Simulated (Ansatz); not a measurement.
Two isomers of C3H4FN: A = `N=C=CCF`, B = `NC1=C(F)C1`.

Calculated with Ansatz (gas phase, PBE0-D4/def2-TZVP geometries, no zero-point term in ΔE). CCSD(T)/CBS adds triple-zeta CCSD(T) − MP2 to the extrapolated MP2 energy (def2 sets, frozen cores). DFT in def2-TZVPP. Each species was taken in one conformer, which may not be the lowest.

Problem. Which isomer does CCSD(T)/CBS put lower? Give the gap. (Estimate.)

Solution. Computed: A, by 129.8 kJ/mol.

Problem. Give E(B) − E(A) in kJ/mol with LDA (SPW92), B2PLYP, HF/def2-TZVPP, CCSD/def2-TZVPP, CCSD(T)/def2-TZVPP, BLYP-D4, CCSD(T)/def2-SVP. (Best estimate.)

Solution. Ansatz gave: LDA (SPW92) 95.0, B2PLYP 136.7, HF/def2-TZVPP 154.9, CCSD/def2-TZVPP 134.2, CCSD(T)/def2-TZVPP 133.3, BLYP-D4 144.1, CCSD(T)/def2-SVP 126.4. None reverses the order clearly.

Problem. Does the order hold for the free energy at 298.15 K (harmonic terms from PBE0-D4)? (Best estimate.)

Solution. Ansatz gave: Yes: G(B) − G(A) = +135.3 kJ/mol, for one conformer each.

Largest T1 diagnostic: 0.013.

Leaving LDA and LC-ωPBE aside and taking each functional with its dispersion term where it has one, the values spread over 31.0 kJ/mol, from PBE0-D4 to BLYP-D4. LDA lies −21.4 kJ/mol from PBE without D4. At CCSD(T), def2-SVP lies −3.4 kJ/mol from the extrapolated value and def2-TZVPP +3.6 kJ/mol.
